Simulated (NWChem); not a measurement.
## Correlation energy of propene (C3H6)

```xyz
9

C      0.2514     1.2161     0.0000
C     -0.4594    -0.0966     0.0000
C      0.1256    -1.2953     0.0000
H     -0.0241     1.8172    -0.8830
H     -0.0241     1.8172     0.8830
H      1.3441     1.0885     0.0000
H     -1.5565    -0.0506     0.0000
H      1.2160    -1.3996     0.0000
H     -0.4609    -2.2178     0.0000
```
Charge 0, spin multiplicity 1.

The numbers come from NWChem runs, not from measurements. Structure: optimised with PBE0/def2-SVP, a minimum by its harmonic frequencies.

Basis set: 6-31G*. Each correlation energy counts from its own Hartree-Fock reference.

```csv
method,correlation energy (mHa),difference from CCSD(T)
MP2,-381.7,+52.8
SCS-MP2,-381.8,+52.7
CR-CCSD[T],-432.0,+2.5
CR-CCSD(T),-431.6,+2.9
CCSD,-421.3,+13.2
CCSD+T(CCSD),-435.1,-0.6
CCSD(T),-434.5,0.0
```

The values span 53.4 mHa, from CCSD+T(CCSD) (lowest) to MP2 (highest). 

The correlated methods keep 3 core orbitals frozen. The Pople sets run with spherical d functions. No row is a measurement; the coupled-cluster row has its own basis-set and correlation limits.
